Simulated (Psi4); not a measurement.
**A workflow on AlN2H5 (SMILES [NH2][AlH][NH2])**

Aim: a series of 9 runs (PBE0-D4/def2-TZVP, PBE-D4/def2-TZVPP, r2SCAN-D4/def2-TZVPP, B3LYP-D4/def2-TZVPP, PBE0-D4/def2-TZVPP, wB97M-V/def2-TZVPP, CCSD(T)/def2-TZVPP, MP2/def2-QZVPP) of AlN2H5. The job is set up through a Python script.

Program for the calculation: Psi4 1.11.

## Step 1: The system as given

AlN2H5 has 8 atoms, charge 0, and is taken as a singlet. As SMILES, `[NH2][AlH][NH2]`. The run starts from this shape.

Bond lengths: N1–Al2 1.769 Å, Al2–N3 1.769 Å, N1–H4 1.006 Å, N1–H5 1.007 Å, Al2–H6 1.580 Å, N3–H7 1.006 Å, N3–H8 1.007 Å. Angles: N1–Al2–N3 120.5°, N1–Al2–H6 119.8°, N3–Al2–H6 119.8°, Al2–N1–H4 126.6°, Al2–N1–H5 123.3°, Al2–N3–H7 126.5°, Al2–N3–H8 123.4°, H4–N1–H5 110.1°, H7–N3–H8 110.1°.

## Step 2: A structure relaxation at PBE0-D4/def2-TZVP (density fitting) (run 2)

alh5n2.py reads:

```python
import psi4

psi4.set_memory(3300000000)
psi4.set_num_threads(2)
psi4.core.set_output_file('alh5n2.out', False)

molecule = psi4.geometry("""
N     -1.000110     0.633550    -1.009800
Al     0.183790     0.443870     0.290980
N      0.757940    -1.163940     0.754630
H     -1.416680    -0.103540    -1.553740
H     -1.353080     1.527310    -1.309820
H      0.732540     1.720260     1.044210
H      0.479370    -2.040080     0.345310
H      1.427440    -1.322190     1.489510
units angstrom
symmetry c1
""")

psi4.set_options({
    'basis': 'def2-TZVP',
    'scf_type': 'df',
    'geom_maxiter': 50,
    'max_force_g_convergence': 0.0002,
})

e = psi4.optimize('pbe0-d4')
print(f'pbe0-d4 energy: {e:.10f} Eh')
print(molecule.to_string(dtype='xyz', units='Angstrom'))
for k, v in sorted(psi4.core.scalar_variables().items()):
    print(f'{k:45s} {v:18.10f}')
```

Command:

```console
python alh5n2.py
```

alh5n2.out:

```text
[...]
  Running in c1 symmetry.
[...]
  Nuclear repulsion =  101.416995339529819
[...]
  Multiplicity = 1
[...]
  Nalpha       = 16
  Nbeta        = 16
[...]
    Number of basis functions: 129
[...]
   @DF-RKS iter   1:  -354.24675917814739   -2.46228e-01   9.28916e-03 ADIIS/DIIS
[...]
   @DF-RKS iter  11:  -354.82460143175672   -1.06866e-11   2.03284e-09 DIIS
[...]
    Orbital Energies [Eh]
    ---------------------
    Doubly Occupied:
       1A    -56.109449     2A    -14.341123     3A    -14.341113
       4A     -4.143394     5A     -2.677197     6A     -2.671216
       7A     -2.671080     8A     -0.844174     9A     -0.835556
      10A     -0.487030    11A     -0.477402    12A     -0.454972
      13A     -0.388127    14A     -0.319147    15A     -0.279231
      16A     -0.254186
[...]
  @DF-RKS Final Energy:  -354.82460143175672
   => Energetics <=
    Nuclear Repulsion Energy =            101.4169953395298194
    One-Electron Energy =                -691.4763653789044611
    Two-Electron Energy =                 261.1343453904634657
    DFT Exchange-Correlation Energy =     -25.8962643400697132
    Empirical Dispersion Energy =          -0.0033124427757652
    VV10 Nonlocal Energy =                  0.0000000000000000
    Total Energy =                       -354.8246014317567187
[...]
 Multipole Moments:
 ------------------------------------------------------------------------------------
     Multipole            Electronic (a.u.)      Nuclear  (a.u.)        Total (a.u.)
 ------------------------------------------------------------------------------------
 L = 1.  Multiply by 2.5417464519 to convert [e a0] to [Debye]
 Dipole X            :          0.2120639           -0.3818348           -0.1697708
 Dipole Y            :          0.4917030           -0.8854613           -0.3937583
 Dipole Z            :          0.2907994           -0.5231361           -0.2323367
 Magnitude           :                                                    0.4876968
[...]
  -Total Gradient:
     Atom            X                  Y                   Z
    ------   -----------------  -----------------  -----------------
       1       -0.000041410329    -0.000003949489    -0.000023914229
       2       -0.000064796328    -0.000101260913    -0.000080087820
       3        0.000082956046    -0.000022740236     0.000055797326
       4        0.000015913767    -0.000012292237     0.000028569421
       5        0.000070598749     0.000084997102     0.000065234981
       6        0.000024977285     0.000051641933     0.000033591683
       7       -0.000036074091     0.000035867300    -0.000043839085
       8        0.000003604475     0.000097962571     0.000041246357
[...]
    Final optimized geometry and variables:
    Molecular point group: c1
    Full point group: C1
    Geometry (in Angstrom), charge = 0, multiplicity = 1:
    N           -1.024039008249     0.561427939400    -1.081326616514
    AL           0.159860991751     0.371747939400     0.219453383486
    N            0.734010991751    -1.236062060600     0.683103383486
    H           -1.440609008249    -0.175662060600    -1.625266616514
    H           -1.377009008249     1.455187939400    -1.381346616514
    H            0.708610991751     1.648137939400     0.972683383486
    H            0.455440991751    -2.112202060600     0.273783383486
    H            1.403510991751    -1.394312060600     1.417983383486
```

Wall time 15 s (2 threads of AMD EPYC 7R43 (Zen 3), shared host); peak memory 0.77 GiB.

## Step 3: Vibrational wavenumbers at PBE0-D4/def2-TZVP (density fitting) (run 3)

alh5n2.xyz reads:

```xyz
8
AlH5N2
N     -1.000110     0.633550    -1.009800
Al     0.183790     0.443870     0.290980
N      0.757940    -1.163940     0.754630
H     -1.416680    -0.103540    -1.553740
H     -1.353080     1.527310    -1.309820
H      0.732540     1.720260     1.044210
H      0.479370    -2.040080     0.345310
H      1.427440    -1.322190     1.489510
```

calc.py reads:

```python
import psi4

psi4.set_memory('3300 MB')
psi4.set_num_threads(2)
psi4.set_output_file('run.log', False)

with open('alh5n2.xyz') as f:
    atoms = ''.join(f.readlines()[2:])
m = psi4.geometry('0 1\n' + atoms + 'symmetry c1')

psi4.set_options({
    'basis': 'def2-TZVP',
    'scf_type': 'df',
    'rotational_symmetry_number': 2,
})

e_tot = psi4.frequency('pbe0-d4')
print('E =', round(e_tot, 9))
for k in ('ZPVE', 'ENTHALPY', 'GIBBS FREE ENERGY'):
    print(f'{k}: {psi4.variable(k):.8f} Eh')
```

Command:

```console
python calc.py
```

run.log:

```text
[...]
  Running in c1 symmetry.
[...]
  Nuclear repulsion =  101.424767662173693
[...]
  Multiplicity = 1
[...]
  Nalpha       = 16
  Nbeta        = 16
[...]
    Number of basis functions: 129
[...]
   @DF-RKS iter   1:  -354.24673008271282   -2.46052e-01   9.28924e-03 DIIS/ADIIS
[...]
   @DF-RKS iter  11:  -354.82459936686081   -3.18323e-12   1.75042e-09 DIIS
[...]
  @DF-RKS Final Energy:  -354.82459936686081
   => Energetics <=
    Nuclear Repulsion Energy =            101.4262534074161692
    One-Electron Energy =                -691.4931451356102343
    Two-Electron Energy =                 261.1425717221846980
    DFT Exchange-Correlation Energy =     -25.8969667292209849
    Empirical Dispersion Energy =          -0.0033126316305026
    VV10 Nonlocal Energy =                  0.0000000000000000
    Total Energy =                       -354.8245993668608094
[...]
 Multipole Moments:
 ------------------------------------------------------------------------------------
     Multipole            Electronic (a.u.)      Nuclear  (a.u.)        Total (a.u.)
 ------------------------------------------------------------------------------------
 L = 1.  Multiply by 2.5417464519 to convert [e a0] to [Debye]
 Dipole X            :          0.2121174           -0.3818348           -0.1697173
 Dipole Y            :          0.4917017           -0.8854613           -0.3937596
 Dipole Z            :          0.2908964           -0.5231361           -0.2322397
 Magnitude           :                                                    0.4876330
[...]
  -Total Gradient:
     Atom            X                  Y                   Z
    ------   -----------------  -----------------  -----------------
       1       -0.000040331817    -0.000007952057    -0.000029338526
       2       -0.000055218142    -0.000077490134    -0.000064737877
       3        0.000628313089    -0.000635087555     0.000596147801
       4        0.000012894845    -0.000011166952     0.000028859206
       5        0.000073483127     0.000085436411     0.000062868584
       6        0.000019471141     0.000055101923     0.000038057802
       7        0.000255280031     0.000562635910     0.000354398842
       8       -0.000838256509     0.000158805739    -0.000909893707
[...]
  ==> Harmonic Vibrational Analysis <==
[...]
  Freq [cm^-1]                 201.6237            271.3017            348.2751
[...]
  IR activ [km/mol]             2.4914              0.0085              0.4817
[...]
  Freq [cm^-1]                 351.9723            376.3331            514.9072
[...]
  IR activ [km/mol]            157.1581            244.2953            15.7991
[...]
  Freq [cm^-1]                 536.2774            677.4036            719.0019
[...]
  IR activ [km/mol]            45.4199             26.3510             76.1230
[...]
  Freq [cm^-1]                 777.0863            885.9329           1563.9800
[...]
  IR activ [km/mol]            108.3694            225.1241            92.1808
[...]
  Freq [cm^-1]                1572.6550           1944.6624           3615.0268
[...]
  IR activ [km/mol]            17.5942             164.0686            32.3557
[...]
  Freq [cm^-1]                3615.3352           3704.7408           3705.1501
[...]
  IR activ [km/mol]             5.4480             33.1263             12.9813
[...]
  Total E_0, Enthalpy at 0 [K]                                                         -354.76677774 [Eh]
[...]
  Total H, Enthalpy at  298.15 [K]                                                     -354.76014052 [Eh]
[...]
  Total G, Gibbs energy at  298.15 [K]                                                 -354.79322321 [Eh]
[...]
```

Standard output:

```text
Warning: used thermodynamics relations inappropriate for low-frequency modes: ['201.6237' '271.3017' '348.2751' '351.9723' '376.3331' '514.9072'
 '536.2774']
E = -354.824601432
ZPVE: 0.05782369 Eh
ENTHALPY: -354.76014052 Eh
GIBBS FREE ENERGY: -354.79322321 Eh
```

It took 5.6 min on 2 threads of AMD EPYC 7R43 (Zen 3), shared host; peak memory 0.97 GiB.

Runs 4 to 9 aren't shown in full; the table further down has their settings and results.

## Step 4: The energy at MP2/def2-QZVPP (density fitting, density fitting for correlation) (run 10)

calc.py reads:

```python
import psi4

psi4.set_memory(3300000000)
psi4.set_num_threads(2)
psi4.core.set_output_file('psi4.out', False)

geom = psi4.geometry("""
N
Al 1 1.769075
N 2 1.769088 1 120.48715
H 1 1.006331 2 126.57866 3 0.11378
H 1 1.006681 4 110.12445 2 179.91815
H 2 1.580397 1 119.75009 4 -179.89087
H 3 1.006362 2 126.49821 6 -179.91549
H 3 1.006639 7 110.13086 2 179.8731
symmetry c1
""")

psi4.set_options({
    'basis': 'def2-QZVPP',
    'scf_type': 'df',
    'num_frozen_docc': 7,
})

e_tot, wfn = psi4.energy("mp2", return_wfn=True)
print(f'mp2 energy: {e_tot:.10f} Eh')
for k, v in sorted(psi4.core.scalar_variables().items()):
    print(f'{k:45s} {v:18.10f}')
```

Command:

```console
python calc.py
```

psi4.out:

```text
[...]
  Running in c1 symmetry.
[...]
  Nuclear repulsion =  101.416999182713823
[...]
  Multiplicity = 1
[...]
  Nalpha       = 16
  Nbeta        = 16
[...]
    Number of basis functions: 334
[...]
   @DF-RHF iter   1:  -353.63508895859388   -9.45837e-01   2.24897e-03 ADIIS/DIIS
[...]
   @DF-RHF iter  10:  -353.87664343704398   -5.05338e-11   3.66602e-09 DIIS
[...]
    Orbital Energies [Eh]
    ---------------------
    Doubly Occupied:
       1A    -58.436368     2A    -15.515653     3A    -15.515642
       4A     -4.851923     5A     -3.168204     6A     -3.166193
       7A     -3.166127     8A     -1.105645     9A     -1.094857
      10A     -0.638521    11A     -0.627547    12A     -0.607671
      13A     -0.534519    14A     -0.443481    15A     -0.409465
      16A     -0.382521
[...]
  @DF-RHF Final Energy:  -353.87664343704398
   => Energetics <=
    Nuclear Repulsion Energy =            101.4169991827138233
    One-Electron Energy =                -691.2586100285467410
    Two-Electron Energy =                 235.9649674087889650
    Total Energy =                       -353.8766434370439811
[...]
 Multipole Moments:
 ------------------------------------------------------------------------------------
     Multipole            Electronic (a.u.)      Nuclear  (a.u.)        Total (a.u.)
 ------------------------------------------------------------------------------------
 L = 1.  Multiply by 2.5417464519 to convert [e a0] to [Debye]
 Dipole X            :          0.0000928           -0.0005331           -0.0004404
 Dipole Y            :          0.5823206           -0.9519521           -0.3696316
 Dipole Z            :          0.3337110           -0.5452476           -0.2115366
 Magnitude           :                                                    0.4258819
[...]
```

The script printed:

```text
mp2 energy: -354.4307965395 Eh
CURRENT CORRELATION ENERGY                         -0.5541531024
CURRENT ENERGY                                   -354.4307965395
CURRENT REFERENCE ENERGY                         -353.8766434370
CUSTOM SCS-MP2 CORRELATION ENERGY                  -0.5595886074
CUSTOM SCS-MP2 TOTAL ENERGY                      -354.4362320444
DD SOLVATION ENERGY                                 0.0000000000
HF KINETIC ENERGY                                 353.7458086284
HF POTENTIAL ENERGY                              -707.6224520654
HF TOTAL ENERGY                                  -353.8766434370
HF VIRIAL RATIO                                     2.0003698554
MP2 CORRELATION ENERGY                             -0.5541531024
MP2 DOUBLES ENERGY                                 -0.5541531024
MP2 OPPOSITE-SPIN CORRELATION ENERGY               -0.4325433537
MP2 SAME-SPIN CORRELATION ENERGY                   -0.1216097487
MP2 SINGLES ENERGY                                 -0.0000000000
MP2 TOTAL ENERGY                                 -354.4307965395
NUCLEAR REPULSION ENERGY                          101.4169991827
ONE-ELECTRON ENERGY                              -691.2586100285
PCM POLARIZATION ENERGY                             0.0000000000
PE ENERGY                                           0.0000000000
SCF ITERATION ENERGY                             -353.8766434370
SCF ITERATIONS                                     10.0000000000
SCF TOTAL ENERGY                                 -353.8766434370
SCS-MP2 CORRELATION ENERGY                         -0.5595886074
SCS-MP2 TOTAL ENERGY                             -354.4362320444
TWO-ELECTRON ENERGY                               235.9649674088
```

It took 8.7 s on 2 threads of AMD EPYC 7R43 (Zen 3), shared host; peak memory 0.92 GiB.

## Step 5: Overview of the runs

```
run                                                                  level         task  geom maxiter  energy (Eh)  dipole moment (D)  HOMO energy (eV)  LUMO energy (eV)  wall time
  2                                    PBE0-D4/def2-TZVP (density fitting)     optimise            50  -354.824601               1.24             -6.92              0.50       15 s
  3                                    PBE0-D4/def2-TZVP (density fitting)  frequencies             –  -354.824601               1.24                 –                 –    5.6 min
  4                                    PBE-D4/def2-TZVPP (density fitting)       energy             –  -354.797220               1.29             -5.53             -0.31       20 s
  5                                 r2SCAN-D4/def2-TZVPP (density fitting)       energy             –  -354.983809               1.29             -5.82              0.13       44 s
  6                                  B3LYP-D4/def2-TZVPP (density fitting)       energy             –  -355.110531               1.22             -6.68              0.18       21 s
  7                                   PBE0-D4/def2-TZVPP (density fitting)   properties             –  -354.828621               1.22             -6.93              0.48       19 s
  8                                   wB97M-V/def2-TZVPP (density fitting)       energy             –  -355.007216               1.23             -9.38              1.89       53 s
  9  CCSD(T)/def2-TZVPP (density fitting, density fitting for correlation)       energy             –  -354.424413                  –            -10.37              3.04      4 min
 10      MP2/def2-QZVPP (density fitting, density fitting for correlation)       energy             –  -354.430797                  –            -10.41              2.18      8.7 s
```

## Step 6: Outcome

| quantity | value |
| --- | --- |
| run 10, MP2/def2-QZVPP: total energy | -354.43080 Eh |
| run 10, MP2/def2-QZVPP: HOMO energy (Hartree–Fock orbitals) | -10.41 eV |
| run 10, MP2/def2-QZVPP: LUMO energy (Hartree–Fock orbitals) | 2.18 eV |
| run 10, MP2/def2-QZVPP: HOMO–LUMO gap (Hartree–Fock orbitals) | 12.59 eV |
| run 10, MP2/def2-QZVPP: correlation energy (7 core orbitals frozen) | -554.2 mEh |

In words: Over runs 2, 3, 4, 5, 6, 7, 8 the dipole moment (its size) runs from 1.22 D (PBE0-D4/def2-TZVPP) to 1.29 D (r2SCAN-D4/def2-TZVPP). Over runs 2, 4, 5, 6, 7, 8 the HOMO–LUMO gap runs from 5.22 eV (PBE-D4/def2-TZVPP) to 11.27 eV (wB97M-V/def2-TZVPP). Totals of different functionals can't be ranked against each other. All runs together took 13 min, the longest 5.6 min.
